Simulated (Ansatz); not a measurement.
**SiH₂Cl (doublet): the correlation ladder at distance Cl1–H2 along a hydrogen transfer = 1.279 Å, cc-pVTZ**

How much of the correlation energy of SiH₂Cl (doublet) does each wave-function method recover here?

Method: cc-pVTZ, core rule «outside noble gas», up to 10 orbitals frozen; program: Ansatz 0.2.0, Gaussian basis.

Plan: UHF; CCSD(T) on ROHF; CCSD(T) on UHF; BCCD(T) on ROHF; CCSDT(Q) on ROHF; CCSDT(Q) on UHF; CASSCF and NEVPT2, 3 electrons in 3 orbitals; CASSCF and NEVPT2, 13 electrons in 10 orbitals.

### 1 What is computed

The geometry derives from fragments relaxed apart (PBE0/def2-TZVP) and kept rigid, so it is no stationary point. A hydrogen atom is moved between rigid fragments.

4 atoms, charge 0, spin multiplicity 2.

Atoms are counted from 1 here; the program's logs count them from 0.

Bond lengths: Cl1–H2 1.279 Å, Si3–H4 1.532 Å.

### 2 UHF

The input, in.yaml:

```yaml
crystal:
  periodic: [false, false, false]
  atoms:
    - {symbol: Cl, position_ang: [-1.566653, 0.022748, 0.000000]}
    - {symbol: H, position_ang: [-0.287853, 0.022748, 0.000000]}
    - {symbol: Si, position_ang: [1.905347, 0.022748, 0.000000]}
    - {symbol: H, position_ang: [2.301782, -1.456765, 0.000000]}
basis:
  gaussian: {orbitals: cc-pVTZ}
magnetization: {spin_polarized: true, initial_magnetization: 1}
hamiltonian: {xc: hf}
output: {orbitals: {seedname: orbitals}}
```

Run with:

```
$ ansatz run in.yaml --threads 1 --pin off --events-out ev --progress --plain --max-ram 4096MiB --backend cpu
```

Further steps of the session: CCSD(T) on ROHF; CCSD(T) on UHF; BCCD(T) on ROHF; CCSDT(Q) on ROHF; CCSDT(Q) on UHF; CASSCF and NEVPT2, 3 electrons in 3 orbitals; CASSCF and NEVPT2, 13 electrons in 10 orbitals.

Before running them: what should the planned runs give, taken together? Wanted: UCCSDT(Q) below the RHF energy; RMP2 from UCCSDT(Q); UMP2 from UCCSDT(Q); RCCSD from UCCSDT(Q); RCCSD(T) from UCCSDT(Q); UCCSD(T) from UCCSDT(Q); RCCSDT(Q) from UCCSDT(Q); NEVPT2 pair from UCCSDT(Q); NEVPT2 valence from UCCSDT(Q).

The runs gave:

| quantity | value |
| --- | --- |
| UCCSDT(Q) below the RHF energy | -9.5832 eV |
| RMP2 from UCCSDT(Q) | +1481.7 meV |
| UMP2 from UCCSDT(Q) | +1513.6 meV |
| RCCSD from UCCSDT(Q) | +376.1 meV |
| RCCSD(T) from UCCSDT(Q) | +48.3 meV |
| UCCSD(T) from UCCSDT(Q) | +48.3 meV |
| RCCSDT(Q) from UCCSDT(Q) | +0.9 meV |
| NEVPT2 pair from UCCSDT(Q) | +1450.7 meV |
| NEVPT2 valence from UCCSDT(Q) | +1975.0 meV |
| levels within 1 kcal/mol (43 meV) | RCCSDT, UCCSDT, RCCSDT(Q) |
| T1 diagnostic | 0.016 |
| effectively unpaired electrons | 1.04 |

RCCSD(T) misses by +48.3 meV, 0.5 % of the correlation energy. One determinant dominates. Of the multireference levels listed NEVPT2 pair comes nearest in total energy (+1450.7 meV), which doesn't show that its space is the better one. These misses are within one basis, not against nature; the frozen cores of restricted and unrestricted runs differ, which can shift their rows.
